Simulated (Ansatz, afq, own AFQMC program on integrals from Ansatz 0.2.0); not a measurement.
# CH4ClSSi, doublet in def2-SVP, levels against AFQMC with the constraint released

```yaml
atoms:
  - { symbol: C, position_ang: [-1.1304, 0.0469, 1.0500] }
  - { symbol: S, position_ang: [0.2512, 1.1630, 0.6391] }
  - { symbol: Si, position_ang: [1.1818, 0.1197, -0.9648] }
  - { symbol: Cl, position_ang: [1.7012, -1.8293, -0.4280] }
  - { symbol: H, position_ang: [-1.9084, 0.0794, 0.2749] }
  - { symbol: H, position_ang: [-0.7714, -0.9826, 1.1845] }
  - { symbol: H, position_ang: [-1.5503, 0.4093, 1.9978] }
  - { symbol: H, position_ang: [2.4312, 0.8927, -1.2526] }
```

Basis def2-SVP. Noble-gas cores (and the filled d shells of Ga–Kr and In–Xe) are frozen. AFQMC by an in-house program on the Cholesky factors that Ansatz 0.2.0 writes for its CCSD(T) run. The CISD trial takes its coefficients from CCSD amplitudes. Released means that phaseless walkers are propagated on without the constraint, phases kept. Uncertainties: one standard error, sampling alone.

Determinant: UHF, the one that the program's search chose, which needn't be the lowest solution. The geometry is a PBE0/def2-SVP stationary point of this or a neighbouring charge and spin state.

No full CI on the walks' own integrals is used here. The released AFQMC energy serves as the reference, which it does only where one determinant dominates, the energy is flat over the last release times and near the phaseless one (40 meV or 2 meV an electron, half that with transition metals). On small molecules, where full CI could be run and the noise was under 10 meV, such values lay within 10 meV of it in 19 cases of 20, a flattering rate, since the rule was set on those same cases; what remains of the bias isn't in the error bar.

Cautions: the released value is read at 0.90 1/Eh with a noise of 14 meV, more than in the cases checked (meV from the phaseless value at times in 1/Eh: -17 ± 9 at 0.21, -33 ± 8 at 0.42, -31 ± 12 at 0.63, -24 ± 14 at 0.90).

The T1 diagnostic is 0.0135 and the weight of the determinant in the CISD state is 0.800. The ⟨S²⟩ of the determinant is 0.756. The size of the correlated space is 25 electrons in 72 orbitals.

Reference: AFQMC with the constraint released, correlation energy -15.124 ± 0.014 eV.

```
        level  E − E(reference) (kJ/mol)  share of correlation (%)
           HF               1459.2 ± 1.3                      0.00
          MP2                186.1 ± 1.3                     87.24
         CCSD                 47.5 ± 1.3                     96.74
      CCSD(T)                  7.1 ± 1.3                     99.52
ph-AFQMC/CISD                  2.4 ± 1.5                     99.84
```

Released energies are given only where the last usable release times agree within the noise; a slower fall can still hide under it.
